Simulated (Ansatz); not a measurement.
**Worked example: building the atomization energy of ClF, singlet**

Measured: the G2/97 heats of formation, with zero-point and thermal terms from B3LYP taken off, give an electronic atomization energy of 61.3 kcal/mol (Curtiss et al., J. Chem. Phys. 106, 1063 (1997); Staroverov et al., J. Chem. Phys. 119, 12129 (2003)). The calculation below tries to reproduce it.

Geometry (MP2(full)/6-31G*, from the G2/97 set):

```xyz
2

F     0.0000    0.0000    0.0000
Cl    0.0000    0.0000    1.6591
```

Atomization energies (atoms less molecule, kcal/mol) from Ansatz 0.2.0, frozen cores, restricted molecule, unrestricted atoms (their steps beyond CCSDT(Q) from restricted open-shell runs), sets cc-pV(D+d)Z, cc-pV(T+d)Z, cc-pV(Q+d)Z:

```
   level     DZ     TZ     QZ
      HF  -0.14   5.90   6.92
 CCSD(T)  44.43  55.82  59.61
   CCSDT  44.49  55.61  59.35
CCSDT(Q)  44.97  56.12  59.91
  CCSDTQ  44.92      –      –
```

Problem. Extrapolate Hartree–Fock with exp(−5.46 √X) and the CCSD(T) correlation part with X⁻³ (X = 3, 4), add each higher step from the largest set that has it, and compare with the measured value.

Solution. Hartree–Fock: 6.92 + (6.92 − 5.90) × 0.301 = 7.23.
Correlation: TZ 49.92, QZ 52.69; (64 × 52.69 − 27 × 49.92) / 37 = 54.71.
Full triples (QZ): 59.35 − 59.61 = -0.26.
(Q) (QZ): 59.91 − 59.35 = 0.56.
Full quadruples (DZ): 44.92 − 44.97 = -0.05.
Sum: 62.2 kcal/mol, 0.9 above the measured 61.3.

The steps beyond CCSD(T) add 0.25 kcal/mol, while going from QZ to the limit adds 2.33. Core correlation, scalar relativity, spin–orbit terms and the relaxation from this MP2 geometry are missing from the sum, and the measured value has its own uncertainty.
